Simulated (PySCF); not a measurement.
Gas-phase reaction: Si2O2 + 4 Cl2 = 2 SiCl4 + 2 O

Method: PySCF energies plus ideal-gas RRHO corrections (1 bar). † marks an energy on the PBE0/def2-TZVP geometry and frequencies. CCSD(T) freezes the core. Open shells (unrestricted): O (multiplicity 3, electronic degeneracy 9); the rest are closed-shell singlets. Spin-orbit splitting is ignored; it lowers the true energy and changes the entropy of O. B3LYP is the form with VWN-RPA correlation. Si2O2: computed as isolated molecules; such fragments, hydroxides, amides, oligomers or adducts are transient or little studied in the gas. CCSD(T) isn't extrapolated to the basis-set limit; its ΔH°(298 K) is -562.4 kJ in def2-SVP and -449.0 kJ in def2-TZVPP. The harmonic model lacks anharmonicity and excited electronic states, which grow with temperature; levels with a mode under 35 cm⁻¹ are left out.

```json
[
 {"level": "B3LYP/def2-TZVP†", "ΔE electronic, kJ": "-352", "ΔH°(298 K), kJ": "-348", "ΔS°(298 K), J/K": "-174", "ΔG°(600 K), kJ": "-247"},
 {"level": "BLYP/def2-TZVP†", "ΔE electronic, kJ": "-243", "ΔH°(298 K), kJ": "-239", "ΔS°(298 K), J/K": "-174", "ΔG°(600 K), kJ": "-138"},
 {"level": "CCSD(T)/def2-SVP†", "ΔE electronic, kJ": "-566", "ΔH°(298 K), kJ": "-562", "ΔS°(298 K), J/K": "-174", "ΔG°(600 K), kJ": "-461"},
 {"level": "M06-2X/def2-TZVP†", "ΔE electronic, kJ": "-397", "ΔH°(298 K), kJ": "-393", "ΔS°(298 K), J/K": "-174", "ΔG°(600 K), kJ": "-291"},
 {"level": "PBE/def2-TZVP†", "ΔE electronic, kJ": "-295", "ΔH°(298 K), kJ": "-291", "ΔS°(298 K), J/K": "-174", "ΔG°(600 K), kJ": "-190"},
 {"level": "PBE0/def2-QZVP†", "ΔE electronic, kJ": "-420", "ΔH°(298 K), kJ": "-416", "ΔS°(298 K), J/K": "-174", "ΔG°(600 K), kJ": "-315"},
 {"level": "PBE0/def2-SVP†", "ΔE electronic, kJ": "-545", "ΔH°(298 K), kJ": "-541", "ΔS°(298 K), J/K": "-174", "ΔG°(600 K), kJ": "-440"},
 {"level": "ωB97M-V/def2-TZVP†", "ΔE electronic, kJ": "-409", "ΔH°(298 K), kJ": "-405", "ΔS°(298 K), J/K": "-174", "ΔG°(600 K), kJ": "-304"}
]
```
ΔH° is lowest at CCSD(T)/def2-SVP† and highest at BLYP/def2-TZVP†. No reference value is set beside these.
